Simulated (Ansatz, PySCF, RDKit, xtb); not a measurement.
# BSiH5O: a search for the lowest isomer

Given the formula BSiH5O and nothing else, which arrangement of the atoms is the most stable in the gas at 298.15 K, and what are its properties?

Plan: many cheap relaxations first (GFN2-xTB), then density-functional screening, relaxation at B3LYP-D4/def2-TZVP, vibrations and a final energy. The numbers are computed, not measured.

4 further runs of the same task are left out: 4 set aside as unsound or not needed.

### 1 Drawing up candidates

A program enumerates the bonding patterns with one Lewis structure each (two rings at most, one unusual centre or charged pair), with their diastereomers. O–O, O–halogen and N–halogen bonds and N–N–N chains are not drawn. That gives 10 candidates.

| label | SMILES | spin |
| --- | --- | --- |
| c276 | BO[SiH3] | singlet |
| c350 | [OH2+][BH-]=[SiH2] | singlet |
| c467 | [BH3-][O+]=[SiH2] | singlet |
| c554 | [BH3-][SiH+]O | singlet |
| c632 | OB[SiH3] | singlet |
| c744 | [BH2-]1[OH+][SiH2]1 | singlet |
| c757 | B[OH+][SiH2-] | singlet |
| c854 | O[BH2-][SiH2+] | singlet |
| c913 | B[SiH2]O | singlet |
| c992 | B[SiH-][OH2+] | singlet |

Candidates are built by distance geometry, with a force field where one applies, in up to four conformers (letters a to d). 1 start with atoms placed at random is added, to find patterns that the rules miss.

Q: Predict the outcome of this search (final energies at CCSD(T)/def2-TZVP).

| quantity | value |
| --- | --- |
| lowest structure found | BO[SiH3], singlet, Cs |
| next finalist | OB[SiH3], singlet, 26.3 kcal/mol higher in G |
| share at equilibrium, among the finalists | 100.0 % |
| harmonic wavenumbers, lowest and highest (B3LYP-D4/def2-TZVP) | 92 and 2634 cm⁻¹ |
| rotational constants, same geometry | 1.46, 0.1912, 0.1797 cm⁻¹ |
| dipole moment (PBE0/def2-TZVPD) | 0.99 D |
| HOMO energy (PBE0/def2-TZVPD) | -8.47 eV |
| LUMO energy (PBE0/def2-TZVPD) | -0.71 eV |
| HOMO–LUMO gap (PBE0/def2-TZVPD) | 7.76 eV |
| lowest excitation (TD-CAM-B3LYP/def2-SVPD) | 5.90 eV (f = 0.000) |
| strongest of the states computed, same level | 8.45 eV (f = 0.163) |
| lowest triplet excitation, same level, Tamm-Dancoff | 5.34 eV |
| vertical ionisation energy | 10.81 eV |
| vertical electron affinity | -0.91 eV (unbound: the value depends on the basis) |
| vertical triplet less singlet | +5.26 eV |

The search ends on `BO[SiH3]`. Among the finalists first place is clear (26.3 kcal/mol); structures outside the list aren't covered. B3LYP-D4/def2-TZVP, HF/def2-TZVP and MP2/def2-TZVP already put its bonding pattern lowest among the structures in one piece. Lowest found is not proven lowest: the search is finite, and each finalist counts with one conformer. Patterns outside the rules of the enumeration were met only by chance. The lowest isomer need not be the one that is made and kept in a bottle, which depends on barriers.
